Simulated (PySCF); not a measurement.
Bonding in propiolaldehyde

Species: propiolaldehyde, C3H2O.
Atom-mapped SMILES: `[CH:1]#[C:2][CH:3]=[O:4]` (hydrogens: H5 on C1; H6 on C3)

Bond orders from the PBE0/pcSseg-1 density (PySCF). Isolated species at its GFN2-xTB geometry, gas phase.

(1) How far do the computed orders between heavy atoms stray from the drawn ones?

(2) Give the Mayer order of every bond between heavy atoms, beside its length.

Answers

(1) The largest departure is 0.549, at C1–C2 (drawn triple, 2.451). Drawn double or triple, more than 0.30 short of the drawn order: C1–C2 (2.451).

(2) 
| bond | drawn as | length (Å) | Mayer order |
| --- | --- | --- | --- |
| C1–C2 | triple | 1.202 | 2.451 |
| C2–C3 | single | 1.431 | 1.002 |
| C3–O4 | double | 1.200 | 1.997 |

Bonds between the same two heavy elements. C–C: lowest C2–C3 (1.002, 1.431 Å), highest C1–C2 (2.451, 1.202 Å).

Q: And the bonds to hydrogen?

A: C–H: 0.93 to 1.12 (2 bonds).

Q: Sum the orders of all bonds at each heavy atom with more than one neighbour and set the sums beside the valence in the SMILES.

A: C1 3.572 (drawn 4), C2 3.453 (drawn 4), C3 3.929 (drawn 4). Orders between atoms that aren't bonded are not in these sums.

The Mayer order sums products of elements of PS (density times overlap matrix) between the two atoms' basis functions, so it depends on the basis set.
